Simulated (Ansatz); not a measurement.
# Relative stability

Two relaxed structures of LiSiNH2, singlet (PBE0-D4/def2-TZVP; forces vanish, vibrations not checked).

A:

| atom | x (Å) | y (Å) | z (Å) |
| --- | --- | --- | --- |
| Li1 | -2.5574 | 1.3954 | 0.4741 |
| N2 | 0.4754 | -0.2017 | -0.0754 |
| Si3 | -1.1558 | -0.7416 | -0.1765 |
| H4 | 1.2399 | -0.8302 | -0.2778 |
| H5 | 0.8093 | 0.7142 | 0.1735 |

B:

```
atom    x (Å)    y (Å)    z (Å)
 Li1  -2.5619   0.7241   0.2541
  N2  -0.9194   0.2573   0.0904
 Si3   0.5934  -0.1678  -0.0589
  H4   1.0997  -1.4825  -0.5675
  H5   1.7882   0.6689   0.2818
```

Ansatz 0.2.0; basis: def2-TZVPP; cores frozen in the correlated methods. The outer core shell of Li, Na, Mg and K is correlated. B3LYP uses VWN-RPA correlation.

(1) Which structure is lower at CCSD(T), and by how much? (Judge from chemistry; the value comes from the calculation.)

T1 diagnostic: at most 0.019. The restricted Hartree–Fock reference is unstable towards an unrestricted one at one or more of these structures.

Results:

(1) Computed: B, by 42.3 kJ/mol (electronic energy, against the other). By their contacts, A is LiSiNH₂ ([Li][Si][NH2]) and B is LiSiNH₂ ([Li][N][SiH2]).

All methods give the same order:

| method | E(B) − E(A) (kJ/mol) |
| --- | --- |
| PBE-D4 | -30.7 |
| r2SCAN-D4 | -52.2 |
| PBE0-D4 | -26.7 |
| B3LYP-D4 | -44.2 |
| wB97M-V | -34.6 |
| HF | -23.1 |
| MP2 | -68.6 |
| CCSD | -36.3 |
| CCSD(T) | -42.3 |

Labels in which every atom is bracketed show which atoms are joined, not bond orders.

For scale, one of the runs: CCSD(T)/def2-TZVPP, 120 basis functions, launched by `ansatz run in.yaml --threads 2 --pin off --events-out ev --progress --plain --max-ram 4352MiB`. The run took about 2.2 s on 2 CPU threads of an AMD EPYC 9R45 (shared host).
